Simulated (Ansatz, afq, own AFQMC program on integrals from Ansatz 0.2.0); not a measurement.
## GeH4Cl, doublet: AFQMC among the cluster methods

```json
{"atom": "Ge", "x (Å)": "-1.0527", "y (Å)": "0.0000", "z (Å)": "0.0000"}
{"atom": "H", "x (Å)": "-1.5642", "y (Å)": "1.4466", "z (Å)": "0.0000"}
{"atom": "H", "x (Å)": "-1.5642", "y (Å)": "-0.7233", "z (Å)": "1.2528"}
{"atom": "H", "x (Å)": "-1.5642", "y (Å)": "-0.7233", "z (Å)": "-1.2528"}
{"atom": "H", "x (Å)": "0.6703", "y (Å)": "0.0000", "z (Å)": "0.0000"}
{"atom": "Cl", "x (Å)": "2.2713", "y (Å)": "0.0000", "z (Å)": "0.0000"}
```

Connectivity, by distances: GeH3 ··· Cl, 1 bridging H.

Basis cc-pVTZ. Only valence electrons are correlated. Integrals, coupled cluster, full CI and functionals: Ansatz 0.2.0; the random walks run on the same integrals in our own AFQMC program. ph-AFQMC/CISD is guided by a CISD state made of CCSD amplitudes; releasing the constraint for a short imaginary time cuts its bias at the price of noise, slowly where states lie close. Error bars are statistical, one sigma. No spin–orbit coupling.

Determinant: UHF, the one that the program's search chose, which needn't be the lowest solution. The geometry is a point of a scan.

No full CI on the walks' own integrals is used here. The released AFQMC energy serves as the reference, which it does only where one determinant dominates, the energy is flat over the last release times and near the phaseless one (40 meV or 2 meV an electron, half that with transition metals). On small molecules, where full CI could be run and the noise was under 10 meV, such values lay within 10 meV of it in 19 cases of 20, a flattering rate, since the rule was set on those same cases; what remains of the bias isn't in the error bar.

Cautions: no relativity below Rb; no spin-orbit coupling; inner d shell frozen; the released value is read at 0.99 1/Eh, later times being too noisy (meV from the phaseless value at times in 1/Eh: -13 ± 6 at 0.24, -11 ± 8 at 0.51, -17 ± 9 at 0.99, -13 ± 14 at 1.50).

The T1 diagnostic is 0.0148 and the weight of the determinant in the CISD state is 0.846. The ⟨S²⟩ of the determinant is 0.784 and the size of the correlated space is 15 electrons in 114 orbitals.

```tsv
level	correlation energy (eV)
MP2	-8.7570
CCSD	-10.0217
CCSD(T)	-10.3614
```

(1) Estimate where AFQMC with the constraint released lies against CCSD(T) on the same integrals.

(1) 5.2 ± 0.9 kJ/mol below CCSD(T).

Reference: AFQMC with the constraint released, correlation energy -10.416 ± 0.009 eV.

```
        level  E − E(reference) (kJ/mol)  share of correlation (%)
      CCSD(T)                  5.2 ± 0.9                     99.48
ph-AFQMC/CISD                  1.6 ± 1.1                     99.84
```

A walk keeps the symmetry of its determinant, which the program's search chose and which needn't be the lowest solution, so a lower state of the same spin and another symmetry isn't excluded. Released energies are given only where the last usable release times agree within the noise; a slower fall can still hide under it.
